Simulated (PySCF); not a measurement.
## How well do the runs reproduce experiment for lithium sodium?

**What was measured.**

From Liu, Meijer, Perez-Rios, Phys. Chem. Chem. Phys. 22 (2020) 24191, for the gas: dipole moment 0.47 D.

The runs below try to reproduce these values; the comparison stands at the end.

Species: lithium sodium, NaLi.
Atom-mapped SMILES: `[Li:1][Na:2]`

Structure used (PBE0-D3(BJ)/def2-TZVP), in Å, numbered top down from 1:
```
atom  x, y, z in Å
Li1    1.4721   -0.0351    0.0035
Na2   -1.4546    0.0063   -0.0156
```

Runs made with PySCF (gas phase, on this PBE0-D3(BJ)/def2-TZVP geometry; no spin–orbit coupling):

```csv
level,job,basis functions,wall time
"PBE0-D3(BJ)/def2-TZVP, grid level 2",geometry optimisation from a GFN2-xTB start shaken at random,46,3.5 s
PBE0/pcSseg-2,"shieldings, charges and field gradients, density and orbital grids written",49,2.7 s
CAM-B3LYP/aug-cc-pVTZ,"10 singlets by full TDDFT, 4 Tamm–Dancoff triplets, polarisability",96,2.4 s
PBE0/aug-cc-pVTZ,"10 singlets by full TDDFT, 4 Tamm–Dancoff triplets, polarisability, dynamic polarisability, density and orbital grids written",96,3.3 s
wB97X-D/aug-cc-pVTZ,"10 singlets by full TDDFT, 4 Tamm–Dancoff triplets, polarisability, ΔSCF ions",96,7.5 s
```

Hardware: one thread of an Arm Neoverse N1, no GPU (shared host).

Results beside the measurements:

**Dipole moment.** Measured: 0.47 D (Liu, Meijer, Perez-Rios, Phys. Chem. Chem. Phys. 22 (2020) 24191).

| level | computed (D) | computed − measured (D) | % (from the printed values) |
| --- | --- | --- | --- |
| PBE0-D3(BJ)/def2-TZVP | 0.40 | -0.07 | -15 |
| PBE0/pcSseg-2 | 0.38 | -0.09 | -19 |
| CAM-B3LYP/aug-cc-pVTZ | 0.10 | -0.37 | -79 |
| PBE0/aug-cc-pVTZ | 0.38 | -0.09 | -19 |
| wB97X-D/aug-cc-pVTZ | 0.48 | +0.01 | +2 |

Closest is wB97X-D/aug-cc-pVTZ (+0.01 D), furthest CAM-B3LYP/aug-cc-pVTZ (-0.37 D); one molecule doesn't rank methods. The computed dipoles belong to one fixed geometry; measured ones are averaged over vibrations unless marked μe. Magnitudes are compared, not signs.

The geometry is computed, not the measured one. Where a level misses, the cause wasn't examined.
